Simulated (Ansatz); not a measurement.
Mulliken charges of C2H5FS, SMILES `CSCF` from ωB97M-V/def2-TZVPP in Ansatz (PBE0-D4/def2-TZVP geometry).

```csv
atom,x (Å),y (Å),z (Å),charge (e)
C1,-0.633,1.036,0.625,-0.366
S2,0.089,0.665,-0.980,-0.033
C3,0.608,-1.012,-0.701,-0.032
F4,1.696,-1.111,0.143,-0.222
H5,-1.476,0.376,0.838,0.130
H6,0.115,0.958,1.413,0.148
H7,-0.992,2.064,0.581,0.134
H8,0.884,-1.424,-1.674,0.127
H9,-0.203,-1.598,-0.260,0.113
```

Problem. By hand: the dipole of these point charges (1 e Å = 4.8032 D).

Solution. Σ q r = (-0.386, -0.016, -0.052) e Å, of length 0.390 e Å = 1.87 D.

Problem. How does the dipole of the full density compare? (An estimate is asked.)

Solution. The calculation gave: (-0.344, -0.053, 0.070) e Å, 1.71 D; the point charges give 1.09 times that, at 20° from its direction.

Point charges leave out the atoms' own dipoles, such as those of lone pairs, and Mulliken's split depends on the basis, so the two needn't agree.
